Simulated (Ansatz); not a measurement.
# Nudged elastic band run: C₄H₉NS

The input (input.yaml):

```yaml
crystal:
  periodic: [false, false, false]
  atoms:
    - { symbol: C, position_ang: [-0.750385, -1.318962, 1.298626] }
    - { symbol: C, position_ang: [0.011235, -0.591871, 0.21636] }
    - { symbol: "N", position_ang: [1.028235, -1.355193, -0.354778] }
    - { symbol: C, position_ang: [-0.2512, 0.682851, -0.212027] }
    - { symbol: C, position_ang: [0.551121, 1.391115, -1.271866] }
    - { symbol: S, position_ang: [-1.779212, 1.552441, 0.365924] }
    - { symbol: H, position_ang: [-1.393362, -0.62765, 1.858885] }
    - { symbol: H, position_ang: [-1.388952, -2.114139, 0.871402] }
    - { symbol: H, position_ang: [-0.047189, -1.801373, 2.004257] }
    - { symbol: H, position_ang: [1.291826, -2.24095, 0.056851] }
    - { symbol: H, position_ang: [1.547338, -1.031948, -1.160472] }
    - { symbol: H, position_ang: [0.143852, 1.241991, -2.291947] }
    - { symbol: H, position_ang: [0.566377, 2.4806, -1.094004] }
    - { symbol: H, position_ang: [1.606852, 1.055384, -1.272069] }
    - { symbol: H, position_ang: [-1.158437, 2.627103, 1.014357] }
basis:
  gaussian: { orbitals: "6-31G" }
hamiltonian:
  xc: pbe
  dispersion: d4
neb:
  order_check: false
  images: 1
  f_tol: 0.05
  max_iterations: 60
  initial_path: idpp
  climbing: false
  final_atoms:
    - { symbol: C, position_ang: [-0.75889598, -1.31886463, 1.29361231] }
    - { symbol: C, position_ang: [-0.01467645, -0.59869508, 0.19479731] }
    - { symbol: "N", position_ang: [0.92105666, -1.39920594, -0.45811646] }
    - { symbol: C, position_ang: [-0.21928235, 0.70508461, -0.17369968] }
    - { symbol: C, position_ang: [0.56601793, 1.40061747, -1.25491654] }
    - { symbol: S, position_ang: [-1.65485601, 1.64476439, 0.51991715] }
    - { symbol: H, position_ang: [-1.46248097, -2.06336595, 0.87707504] }
    - { symbol: H, position_ang: [-0.04842758, -1.86206433, 1.94583796] }
    - { symbol: H, position_ang: [-1.33216607, -0.61254098, 1.90814901] }
    - { symbol: H, position_ang: [1.14837561, -2.31547494, -0.09453064] }
    - { symbol: H, position_ang: [1.41702732, -1.07608177, -1.27826528] }
    - { symbol: H, position_ang: [0.09909066, 1.30411321, -2.25588864] }
    - { symbol: H, position_ang: [0.65097919, 2.48184215, -1.04837835] }
    - { symbol: H, position_ang: [1.60013798, 1.00782732, -1.31988196] }
    - { symbol: H, position_ang: [-0.93380094, 2.65144346, 1.17378776] }
```

Launched with:

```bash
$ ansatz run input.yaml --threads 1 --pin off --max-ram 2048MiB --backend cpu --events-out ev --progress --plain --runs-dir out
```

Output, in part (warnings, iteration lines, the closing report on the highest movable image, with atoms numbered from 0):

```
NEB end point (image 0): max|allowed force component| = 5.683e-3 eV/Å (the criterion of neb.relax_end_points is 1.000e-2)
NEB end point (image 2): max|allowed force component| = 9.427e-3 eV/Å (the criterion of neb.relax_end_points is 1.000e-2)
NEB iter   1: max|band force component| = 5.983e-1 eV/Å  barrier→ = 0.1283 eV  barrier← = 0.1283 eV  Δτ_max = 0.0878 Å  (77 SCF iters)
NEB iter   2: max|band force component| = 2.911e-1 eV/Å  barrier→ = 0.0605 eV  barrier← = 0.0605 eV  Δτ_max = 0.0411 Å  (27 SCF iters)
NEB iter   3: max|band force component| = 1.217e-1 eV/Å  barrier→ = 0.0546 eV  barrier← = 0.0546 eV  Δτ_max = 0.0600 Å  (28 SCF iters)
NEB iter   4: max|band force component| = 8.582e-2 eV/Å  barrier→ = 0.0519 eV  barrier← = 0.0519 eV  Δτ_max = 0.0966 Å  (28 SCF iters)
NEB iter   5: max|band force component| = 6.729e-2 eV/Å  barrier→ = 0.0499 eV  barrier← = 0.0498 eV  Δτ_max = 0.0830 Å  (27 SCF iters)
NEB iter   6: max|band force component| = 5.157e-2 eV/Å  barrier→ = 0.0487 eV  barrier← = 0.0487 eV  Δτ_max = 0.0659 Å  (27 SCF iters)
NEB iter   7: max|band force component| = 2.633e-2 eV/Å  barrier→ = 0.0481 eV  barrier← = 0.0481 eV  Δτ_max = 0.0000 Å  (56 SCF iters)
Total energy: -16605.15143660 eV, -610.2280599192 hartree
Atom 0 at    -0.827231    -1.280440     1.241659 Å, force    -0.004795    -0.012995     0.004500 eV/Å
Atom 1 at    -0.072958    -0.595160     0.120205 Å, force    -0.004769    -0.009607     0.002444 eV/Å
Atom 2 at     0.763940    -1.437657    -0.605616 Å, force    -0.015622     0.017333     0.015638 eV/Å
Atom 3 at    -0.165586     0.741457    -0.165924 Å, force     0.025936     0.014414     0.013757 eV/Å
Atom 4 at     0.633647     1.422139    -1.248266 Å, force    -0.010956     0.002966    -0.000220 eV/Å
Atom 5 at    -1.421501     1.775228     0.714901 Å, force    -0.015261     0.002695    -0.004239 eV/Å
Atom 6 at    -1.885102    -0.980217     1.245876 Å, force     0.003448     0.010306     0.005020 eV/Å
Atom 7 at    -0.779512    -2.378471     1.141814 Å, force    -0.004394     0.000777    -0.010104 eV/Å
Atom 8 at    -0.411784    -1.008294     2.228085 Å, force     0.007904    -0.002249    -0.004117 eV/Å
Atom 9 at     0.888689    -2.401122    -0.325265 Å, force     0.008665    -0.004790    -0.008338 eV/Å
Atom 10 at     1.288130    -1.100079    -1.402633 Å, force     0.004218    -0.007135    -0.002021 eV/Å
Atom 11 at     0.133730     1.388433    -2.237449 Å, force     0.004862    -0.002718    -0.007076 eV/Å
Atom 12 at     0.792961     2.486163    -1.008010 Å, force    -0.005725    -0.000289    -0.004919 eV/Å
Atom 13 at     1.638538     0.966891    -1.362662 Å, force    -0.000049    -0.001301     0.008261 eV/Å
Atom 14 at    -0.597861     2.350529     1.692784 Å, force     0.006539    -0.007407    -0.008586 eV/Å
Dipole moment:     0.517635    -0.517838    -0.049706 e Å
```

It converged. No image climbed, so the highest image needn't sit at the top of the path. So few images can step over the top or miss a turn of the path. Limits of this set-up: no polarisation functions.

Final band (atoms are numbered from 1 in the order of the input):

```
image  path coordinate (Å)  energy (kJ/mol)  dihedral H9–C1–C2–C4 (°)
    0                 0.00              0.0                      -133
    1                 1.79              4.6                       -72
    2                 3.58              0.0                       -12
```

The run took 51 s on 1 thread of Arm Neoverse V1 (shared host), peak memory 0.14 GiB.
